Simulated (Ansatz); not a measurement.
# CHAl: the cost of one run

Method: def2-QZVPP, core rule «outside noble gas», up to 6 orbitals frozen; program: Ansatz 0.2.0, Gaussian basis.

To be run: UHF; ROHF; CCSD(T) on UHF.

2 further runs of the same task are left out: 2 set aside as unsound or not needed.

**1. The geometry**

The geometry is a PBE0/def2-TZVP stationary point (not a proven minimum) of the parent state, kept for this charge and spin.

3 atoms, charge 0, spin multiplicity 3.

Atoms are counted from 1 here; the program's logs count them from 0.

Bond lengths: Al1–C2 1.924 Å, Al1–H3 1.591 Å. Angles: C2–Al1–H3 180.0°.

As a file:

```xyz
3

Al    0.00000    0.00000    0.11081
C     0.00000    0.00000   -1.81272
H     0.00000    0.00000    1.70192
```

**2. UHF**

Contents of in.yaml:

```yaml
crystal:
  periodic: [false, false, false]
  atoms:
    - {symbol: Al, position_ang: [0.000000, 0.000000, 0.110806]}
    - {symbol: C, position_ang: [0.000000, 0.000000, -1.812723]}
    - {symbol: H, position_ang: [0.000000, 0.000000, 1.701917]}
basis:
  gaussian: {orbitals: "def2-QZVPP.json"}
magnetization: {spin_polarized: true, initial_magnetization: 2}
hamiltonian: {xc: hf}
output: {orbitals: {seedname: orbitals}}
```

Command:

```sh
ansatz run in.yaml --threads 1 --pin off --events-out ev --progress --plain --max-ram 3968MiB --backend cpu
```

What time and memory should one allow on 1 thread of AMD EPYC 7R13, shared host?

About 10 s, with a peak of 0.33 GiB.
